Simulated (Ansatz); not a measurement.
# C2H3ClF2: the cost of one run

Method: RHF/def2-SVP; program: Ansatz 0.2.0.

**1. Reference run: C₂H₃ClF₂, relaxed**

The input, input.yaml:

```yaml
crystal:
  periodic: [false, false, false]
  atoms:
    - { symbol: Cl, position_ang: [-1.039668, -1.748525, -0.095974] }
    - { symbol: C, position_ang: [-0.350295, 0.119544, -0.628534] }
    - { symbol: F, position_ang: [0.185765, 0.102576, -1.846126] }
    - { symbol: H, position_ang: [-1.283229, 0.717629, -0.598392] }
    - { symbol: C, position_ang: [0.545904, 0.236007, 0.581903] }
    - { symbol: F, position_ang: [0.582795, 1.50948, 1.081651] }
    - { symbol: H, position_ang: [1.56657, -0.150586, 0.370688] }
    - { symbol: H, position_ang: [-0.207842, -0.786126, 1.134886] }
basis:
  gaussian: { orbitals: def2-SVP }
hamiltonian:
  xc: hf
output:
  forces: true
relax:
  f_tol: 0.02
  max_steps: 120
  constraints: [{ distance: [0, 7] }, { distance: [0, 1] }, { distance: [4, 7] }]
  escape_saddle: false
```

The run is started by

```
$ ansatz run input.yaml --threads 1 --pin off --max-ram 2560MiB --backend cpu --events-out ev --progress --plain --runs-dir out
```

Q: Estimate wall time and peak memory on 1 thread of Arm Neoverse V2, shared host.

About 10 s, with a peak of 0.16 GiB.
